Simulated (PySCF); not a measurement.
## SiP and its ions

M06-2X; basis Si def2-TZVPPD, P def2-TZVPPD; no relativity; PySCF 2.14. Neutral (UKS): doublet (π ↑), Re = 2.059 Å, ωe = 655 cm⁻¹, De = 3.94 eV, HOMO -7.65 eV, LUMO -3.90 eV.

SiP⁻ (UKS): singlet (closed shell), Re = 1.990 Å, ωe = 725 cm⁻¹. The energies at the minima are -630.73544 hartree for SiP and -630.83876 for SiP⁻.

Problem. Work out the adiabatic electron affinity, without and with harmonic zero-point energies (1 hartree = 27.2114 eV, 1 eV = 8065.5 cm⁻¹), and the change of the bond length.

Solution. At M06-2X: 0.10332 hartree = 2.811 eV between the minima; the zero-point term (655.0 − 725.0)/2 cm⁻¹ = -0.004 eV makes it 2.807 eV. Re changes by -6.9 pm against the neutral. The electron enters a π orbital, and the shorter bond of the ion fits a bonding orbital, or a change in how ionic the bond is.

States were picked by a PBE0 search and need not be the measured ground states.
